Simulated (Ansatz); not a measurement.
# H7NOSi: the cost of one run

Method: RKS PBE0/6-31G*, in Ansatz 0.2.0.

### Step 1. The system as given

Bond lengths: Si1–H3 1.460 Å, Si1–H4 1.459 Å, Si1–N5 1.819 Å, N5–H6 1.060 Å, N5–H7 1.060 Å, Si1–O8 1.980 Å, O8–H9 1.010 Å. Angles: H3–Si1–H4 109.5°, H3–Si1–N5 109.5°, H3–Si1–O8 178.9°, H4–Si1–N5 109.5°, H4–Si1–O8 70.0°, N5–Si1–O8 70.0°, Si1–N5–H6 120.0°, Si1–N5–H7 120.0°, H6–N5–H7 120.0°, Si1–O8–H9 109.5°.

As a file:

```xyz
10

Si    0.0000    0.0000    0.0000
H     0.0000    0.0000    1.8100
H     1.3768    0.0000   -0.4862
H    -0.6877    1.1914   -0.4862
N    -0.8572   -1.4851   -0.6061
H    -1.3922   -2.1014    0.0704
H    -0.8219   -1.7344   -1.6357
O    -1.8790    0.0000    0.6243
H    -2.4241   -0.6297    0.0530
H    -0.9605    0.0000    1.7351
```

### Step 2. Pulling towards end A

Springs on the bonds that form and break draw the guess towards this end; the thresholds are loose.

input.yaml reads:

```yaml
crystal:
  periodic: [false, false, false]
  atoms:
    - { symbol: Si, position_ang: [0.0, 0.0, 0.0] }
    - { symbol: H, position_ang: [0.0, 0.0, 1.81] }
    - { symbol: H, position_ang: [1.3768, 0.0, -0.4862] }
    - { symbol: H, position_ang: [-0.6877, 1.1914, -0.4862] }
    - { symbol: "N", position_ang: [-0.8572, -1.4851, -0.6061] }
    - { symbol: H, position_ang: [-1.3922, -2.1014, 0.0704] }
    - { symbol: H, position_ang: [-0.8219, -1.7344, -1.6357] }
    - { symbol: O, position_ang: [-1.879, 0.0, 0.6243] }
    - { symbol: H, position_ang: [-2.4241, -0.6297, 0.053] }
    - { symbol: H, position_ang: [-0.9605, 0.0, 1.7351] }
basis:
  gaussian: { orbitals: "6-31G*" }
hamiltonian:
  xc: pbe0
relax:
  f_tol: 0.15
  max_steps: 25
  restrain:
    - { distance: [0, 7], at: 2.88, k: 30.0 }
    - { distance: [9, 1], at: 1.86, k: 30.0 }
    - { distance: [0, 1], at: 1.46, k: 30.0 }
    - { distance: [9, 7], at: 1.01, k: 30.0 }
```

On the command line:

```console
$ ansatz run input.yaml --threads 1 --pin off --max-ram 2048MiB --backend cpu --events-out ev --progress --plain --runs-dir out
```

Q: Estimate wall time and peak memory on 1 thread of Intel Xeon 6975P-C (Granite Rapids), shared host.

About 21 s, with a peak of 0.15 GiB.
